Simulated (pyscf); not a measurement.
## Four-centre exchange: `[OH][Si]([OH])([F])[F]` + `[H][H]` → `[OH2]` + `[OH][SiH]([F])[F]`

Gas phase, singlet surface, charge 0. Bonds broken: O1–Si2, H8–H9. Bonds formed: O1–H8, Si2–H9. Structures and frequencies: ωB97X-D3(BJ)/def2-SVP in PySCF.

Transition state (Å):

```xyz
9

O     -0.2695     1.5687    -0.0661
Si    -1.0445    -0.0135    -0.5074
O     -0.2322    -1.2015    -1.3064
F     -2.6619     0.0858    -0.5430
F     -0.8984    -0.5786     1.0302
H     -0.5245     2.0812     0.7175
H     -0.0104    -1.9420    -0.7271
H     -0.6231     1.6668    -1.1660
H     -0.9713     0.9203    -1.9045
```

One imaginary mode, 1366i cm⁻¹; descent along it reached the two sides named, in the forms told below.

```json
[
 {"bond": "O1–Si2", "change": "breaks", "reactant side (Å)": "1.631", "saddle": "1.816", "product side": "2.7"},
 {"bond": "H8–H9", "change": "breaks", "reactant side (Å)": "0.760", "saddle": "1.106", "product side": "3.2"},
 {"bond": "O1–H8", "change": "forms", "reactant side (Å)": "2.6", "saddle": "1.160", "product side": "0.966"},
 {"bond": "Si2–H9", "change": "forms", "reactant side (Å)": "3.7", "saddle": "1.682", "product side": "1.459"}
]
```

Electronic energies relative to the separated reactants (kcal/mol):

| level | barrier | reaction energy | reverse barrier |
|---|---|---|---|
| ωB97X-D3(BJ)/def2-TZVP | 52.8 | +22.8 | 30.0 |
| PBE/def2-TZVP | 46.2 | +20.9 | 25.4 |
| r²SCAN/def2-TZVP | 50.2 | +24.7 | 25.4 |
| B3LYP-D3(BJ)/def2-TZVP | 53.2 | +22.7 | 30.5 |
| PBE0-D3(BJ)/def2-TZVP | 48.9 | +21.8 | 27.2 |
| M06-2X/def2-TZVP | 55.4 | +26.0 | 29.3 |
| ωB97M-D3(BJ)/def2-TZVP | 52.3 | +22.7 | 29.6 |
| HF/def2-TZVP | 70.6 | +22.3 | 48.2 |

With ωB97M-D3(BJ)/def2-TZVP energies and thermal terms (ideal gas, 1 atm, RRHO with modes under 100 cm⁻¹ raised to 100, one conformer, R ln 2 for chiral ones without a mode under 150 cm⁻¹), in kcal/mol:

```tsv
T (K)	ΔH‡	ΔG‡	ΔH	ΔG
298	54.0	63.6	+25.9	+24.1
600	52.7	74.0	+24.7	+22.7
900	52.3	84.8	+23.6	+21.9
1200	52.3	95.6	+22.9	+21.5
```

On the product side the descent ends in a complex, 4.1 kcal/mol under the separated species and 34.1 kcal/mol under the saddle at ωB97X-D3(BJ)/def2-TZVP. This is the saddle that the search found; another between the same sides may lie lower.
